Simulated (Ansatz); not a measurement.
# [BH2F2]− (SMILES F[BH2-]F): levels of theory compared

Aim: a comparison of 6 runs (UHF/STO-3G, BHLYP/STO-3G, CAM-B3LYP/STO-3G, HSE06/STO-3G, RPA@PBE/STO-3G, CCSDT(Q)/STO-3G) of [BH2F2]−. 

Program for the calculation: Ansatz 0.2.0.

2 further runs of the same task are left out: 1 that didn't finish, 1 set aside as unsound or not needed.

## Step 1: The structure to begin with

[BH2F2]−: 5 atoms, total charge -1, spin state singlet. SMILES: `F[BH2-]F`. The H4–B2 distance was set to 1.532 Å, away from the relaxed value.

Bond lengths: F1–B2 1.425 Å, B2–F3 1.425 Å, B2–H5 1.225 Å. Angles: F1–B2–F3 107.4°, F1–B2–H5 109.1°, F3–B2–H5 109.1°.

## Step 2: The energy at UHF/STO-3G (run 1)

run.yaml

```yaml
crystal:
  periodic: [false, false, false]
  atoms:
    - symbol: F
      position_ang: [-1.125607, 0.768071, 0.648860]
    - symbol: B
      position_ang: [0.084893, 0.157841, 0.209590]
    - symbol: F
      position_ang: [0.458943, -0.803759, 1.192350]
    - symbol: H
      position_ang: [-0.171950, -0.560090, -1.118950]
    - symbol: H
      position_ang: [0.959173, 1.012221, 0.130870]
basis:
  gaussian:
    orbitals: STO-3G
total_charge: -1
magnetization:
  spin_polarized: true
hamiltonian:
  xc: hf
accuracy: high
```

Run with:

```console
ansatz run run.yaml --threads 1 --pin off --max-ram 2610MiB --events-out events.jsonl --progress --plain --runs-dir runs
```

Output:

```text
Warning: RAYON_NUM_THREADS=1 ignored (pool sized by the plan → 1); use --threads N
Functional definition: HF
  name "HF"
  exchange = exact_x
  correlation = 0
297 factors; integrals over basis functions are off by at most 3.7e-8 eV
mean field evaluation 1: about -6026.1279 eV, gradient 1.4e1 eV
mean field evaluation 2: about -6026.2160 eV, gradient 1.4e1 eV
mean field evaluation 4: about -6027.9041 eV, gradient 8.1e-1 eV
mean field evaluation 8: about -6027.9092 eV, gradient 9.1e-6 eV
mean field -6027.90921473 eV, -221.5215777775 hartree, gradient 1.7e-8 eV, S^2 0.000000; 0 other end points of the search recorded, 0 dependent functions left out
reference -6027.90921473 eV, -221.5215777775 hartree; 13, 13 occupied and 4, 4 virtual orbitals, 297 factors
Total energy: -6027.90921473 eV, -221.5215777775 hartree
```

It took 0.1 s on 1 thread of Arm Neoverse V1, shared host.

## Step 3: A single-point energy at BHLYP/STO-3G (run 2)

job.yaml

```yaml
crystal:
  periodic: [false, false, false]
  atoms:
    - {symbol: F, position_ang: [-1.125607, 0.768071, 0.648860]}
    - {symbol: B, position_ang: [0.084893, 0.157841, 0.209590]}
    - {symbol: F, position_ang: [0.458943, -0.803759, 1.192350]}
    - {symbol: H, position_ang: [-0.171950, -0.560090, -1.118950]}
    - {symbol: H, position_ang: [0.959173, 1.012221, 0.130870]}
basis:
  gaussian:
    orbitals: STO-3G
total_charge: -1
hamiltonian:
  xc: {name: BHLYP}
accuracy: high
```

Run with:

```console
ansatz run job.yaml --threads 1 --pin off --max-ram 2610MiB --events-out events.jsonl --progress --plain --runs-dir runs
```

Output:

```text
Warning: RAYON_NUM_THREADS=1 ignored (pool sized by the plan → 1); use --threads N
Functional definition: BHLYP
  name "BHLYP"
  parameter a = 0.5
  exchange = (1 - a)*b88_x + a*exact_x
  correlation = lyp_c
297 factors; integrals over basis functions are off by at most 3.7e-8 eV
mean field evaluation 1: about -6050.6958 eV, gradient 1.5e1 eV
mean field evaluation 2: about -6051.6288 eV, gradient 6.6e0 eV
mean field evaluation 4: about -6051.7834 eV, gradient 1.6e-1 eV
mean field evaluation 8: about -6051.8035 eV, gradient 1.8e-4 eV
mean field evaluation 16: about -6051.8035 eV, gradient 1.3e-8 eV
mean field -6051.80351348 eV, -222.3996770608 hartree, gradient 1.3e-8 eV, S^2 0.000000; 0 other end points of the search recorded, 0 dependent functions left out
reference -6051.80352790 eV, -222.3996775906 hartree; 13, 13 occupied and 4, 4 virtual orbitals, 297 factors
Total energy: -6051.80352790 eV, -222.3996775906 hartree
```

Run time: 0.92 s. Hardware: 1 thread of Arm Neoverse V1, shared host; peak memory 0.091 GiB.

Run 3 isn't shown in full; the table further down has it.

## Step 4: The energy at HSE06/STO-3G (run 4)

input.yaml

```yaml
crystal:
  periodic: [false, false, false]
  atoms:
    - {symbol: F, position_ang: [-1.125607, 0.768071, 0.648860]}
    - {symbol: B, position_ang: [0.084893, 0.157841, 0.209590]}
    - {symbol: F, position_ang: [0.458943, -0.803759, 1.192350]}
    - {symbol: H, position_ang: [-0.171950, -0.560090, -1.118950]}
    - {symbol: H, position_ang: [0.959173, 1.012221, 0.130870]}
basis:
  gaussian:
    orbitals: STO-3G
accuracy: high
total_charge: -1
hamiltonian:
  xc: hse06
```

Run with:

```console
ansatz run input.yaml --threads 1 --pin off --max-ram 2610MiB --events-out events.jsonl --progress --plain --runs-dir runs
```

Output:

```text
Warning: RAYON_NUM_THREADS=1 ignored (pool sized by the plan → 1); use --threads N
Functional definition: HSE06
  name "HSE06"
  parameter a = 0.25
  parameter omega = 0.11/bohr
  exchange = pbe_x - a*pbe_x_sr(omega) + a*exact_x_sr(omega)
  correlation = pbe_c
297 factors; integrals over basis functions are off by at most 3.7e-8 eV
46 factors; integrals over basis functions are off by at most 5.4e-10 eV
mean field evaluation 1: about -6046.6956 eV, gradient 1.6e1 eV
mean field evaluation 2: about -6047.3773 eV, gradient 1.0e1 eV
mean field evaluation 4: about -6047.8826 eV, gradient 3.8e-1 eV
mean field evaluation 8: about -6047.8594 eV, gradient 1.0e-3 eV
mean field -6047.85944261 eV, -222.2547351296 hartree, gradient 5.1e-8 eV, S^2 0.000000; 0 other end points of the search recorded, 0 dependent functions left out
reference -6047.85944397 eV, -222.2547351794 hartree; 13, 13 occupied and 4, 4 virtual orbitals, 297 factors
Total energy: -6047.85944397 eV, -222.2547351794 hartree
```

It took 1.2 s on 1 thread of Arm Neoverse V1, shared host; peak memory 0.091 GiB.

Run 5 isn't shown in full; the table further down has it.

## Step 5: A single-point energy at CCSDT(Q)/STO-3G (run 6)

in.yaml

```yaml
crystal:
  periodic: [false, false, false]
  atoms:
    - {symbol: F, position_ang: [-1.125607, 0.768071, 0.648860]}
    - {symbol: B, position_ang: [0.084893, 0.157841, 0.209590]}
    - {symbol: F, position_ang: [0.458943, -0.803759, 1.192350]}
    - {symbol: H, position_ang: [-0.171950, -0.560090, -1.118950]}
    - {symbol: H, position_ang: [0.959173, 1.012221, 0.130870]}
basis:
  gaussian:
    orbitals: STO-3G
total_charge: -1
correlation:
  method: ccsdt_q
  frozen_orbitals: {B: 1, F: 1, H: 0}
accuracy: high
scf:
  omitted_lower_state_checks: [cluster_reference, increment]
```

Run with:

```console
ansatz run in.yaml --threads 1 --pin off --max-ram 2610MiB --events-out events.jsonl --progress --plain --runs-dir runs
```

Output, shortened:

```text
Warning: RAYON_NUM_THREADS=1 ignored (pool sized by the plan → 1); use --threads N
Functional definition: HF
  name "HF"
[...]
297 factors; integrals over basis functions are off by at most 3.7e-8 eV
[...]
mean field -6027.90921473 eV, -221.5215777775 hartree, gradient 2.2e-8 eV, S^2 0.000000; 0 other end points of the search recorded, 0 dependent functions left out
3 core orbitals not correlated: weight in the atoms' cores, before any rotation towards them, 1.000 or more for the frozen orbitals, at most 0.000 for the correlated occupied ones
reference -6027.90921473 eV, -221.5215777775 hartree; 10, 10 occupied and 4, 4 virtual orbitals, 297 factors
second order -1.90971704 eV of doubles, -0.00000000 eV of singles
cycle   1  -2.27407807 eV  change   -3.6e-1 eV  update   6.6e-2
[...]
cycle  19  -2.59273085 eV  change   -1.3e-9 eV  update   2.5e-9
perturbative correction 0.00031305 eV, 0.0000115044 hartree
Total energy: -6030.50163252 eV, -221.6168473744 hartree
Checks for a lower state left out: cluster_reference, increment
```

Run time: 0.34 s. Hardware: 1 thread of Arm Neoverse V1, shared host.

## Step 6: Overview of the runs

```tsv
run	level	frozen core orbitals	energy (Eh)	wall time
1	UHF/STO-3G	–	-221.521578	0.1 s
2	BHLYP/STO-3G	–	-222.399678	0.92 s
3	CAM-B3LYP/STO-3G	–	-222.364993	1.1 s
4	HSE06/STO-3G	–	-222.254735	1.2 s
5	RPA@PBE/STO-3G	3	-221.667030	1.4 s
6	CCSDT(Q)/STO-3G	3	-221.616847	0.34 s
```

## Step 7: Results

| quantity | value |
| --- | --- |
| run 6: total energy | -221.61685 Eh |
| run 6: correlation energy (3 core orbitals frozen) | -95.3 mEh |
| run 6: T1 diagnostic | 0.008 |

What this shows: Totals of different functionals can't be ranked against each other. In runs 1, 2, 3, 4, 5, 6 the basis is minimal, so the values are rough. All runs together took 5 s, the longest 1.4 s.
